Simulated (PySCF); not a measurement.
**Reproducing measurements on dimethylphosphine**

**Measured values to compare with.**

NIST CCCBDB Release 22 (SRD 101), experimental dipoles lists, for the gas: dipole moment 1.23 D.

How close the calculation comes is told at the end.

Dimethylphosphine, C2H7P.
Numbering: `[CH3:1][PH:2][CH3:3]` (hydrogens: H4, H5, H6 on C1; H7 on P2; H8, H9, H10 on C3)

Cartesian coordinates in Å at the PBE0-D3(BJ)/def2-SVP level; atoms count from 1:
```xyz
10
C2H7P angstrom
C      1.3667    0.2082   -0.1315
P      0.1951   -0.3993    1.1711
C     -1.4114    0.1901    0.4566
H      2.3639   -0.2226    0.0434
H      1.4595    1.3016   -0.0444
H      1.0463   -0.0375   -1.1556
H      0.1059   -1.7493    0.7078
H     -2.2466   -0.2516    1.0205
H     -1.5310   -0.0556   -0.6097
H     -1.4738    1.2827    0.5754
```

Runs made with PySCF (gas phase, on this PBE0-D3(BJ)/def2-SVP geometry; no spin–orbit coupling):

| level | job | basis functions | wall time |
| --- | --- | --- | --- |
| PBE0-D3(BJ)/def2-SVP, grid level 1 | geometry optimisation from a GFN2-xTB start | 81 | 6.9 s |
| BHandHLYP/def2-SVPD | 10 singlets by full TDDFT, 4 Tamm–Dancoff triplets, polarisability, ΔSCF ions | 120 | 11 s |
| CAM-B3LYP/def2-SVPD | 10 singlets by full TDDFT, 4 Tamm–Dancoff triplets, polarisability, ΔSCF ions | 120 | 13 s |
| LC-wPBE/def2-SVPD | 10 singlets by full TDDFT, 4 Tamm–Dancoff triplets, polarisability, ΔSCF ions | 120 | 18 s |
| PBE0/6-31+G* | 10 singlets by full TDDFT, 4 Tamm–Dancoff triplets, polarisability | 72 | 3.5 s |
| PBE0/6-31G* | 10 singlets by full TDDFT, 4 Tamm–Dancoff triplets, polarisability | 60 | 3.1 s |
| PBE0/aug-cc-pVDZ | 10 singlets by full TDDFT, 4 Tamm–Dancoff triplets, polarisability | 136 | 7.2 s |
| PBE0/def2-SVP | 10 singlets by full TDDFT, 4 Tamm–Dancoff triplets, polarisability | 81 | 3.8 s |
| PBE0/def2-TZVP | 10 singlets by full TDDFT, 4 Tamm–Dancoff triplets, polarisability | 141 | 7.7 s |
| PBE0/def2-TZVPD | 10 singlets by full TDDFT, 4 Tamm–Dancoff triplets, polarisability | 180 | 11 s |
| wB97X-D/def2-SVPD | 10 singlets by full TDDFT, 4 Tamm–Dancoff triplets, polarisability, ΔSCF ions | 120 | 13 s |

Hardware: one thread, Arm Neoverse V1 (aarch64), no GPU (shared host).

All basis functions are spherical.

**Comparison with experiment**

**Dipole moment.** Measured: 1.23 D (NIST CCCBDB Release 22 (SRD 101), experimental dipoles).

```tsv
level	computed (D)	computed − measured (D)	% (from the printed values)
PBE0-D3(BJ)/def2-SVP	1.30	+0.07	+6
BHandHLYP/def2-SVPD	1.27	+0.04	+3
CAM-B3LYP/def2-SVPD	1.27	+0.04	+3
LC-wPBE/def2-SVPD	1.37	+0.14	+11
PBE0/6-31+G*	1.43	+0.20	+16
PBE0/6-31G*	1.47	+0.24	+20
PBE0/aug-cc-pVDZ	1.34	+0.11	+9
PBE0/def2-SVP	1.30	+0.07	+6
PBE0/def2-TZVP	1.31	+0.08	+7
PBE0/def2-TZVPD	1.32	+0.09	+7
wB97X-D/def2-SVPD	1.35	+0.12	+10
```

All 11 levels lie above the measurement. The computed dipoles belong to one fixed geometry; measured ones are averaged over vibrations unless marked μe. Magnitudes are compared, not signs.

The geometry is computed, not the measured one. Where a level misses, the cause wasn't examined.
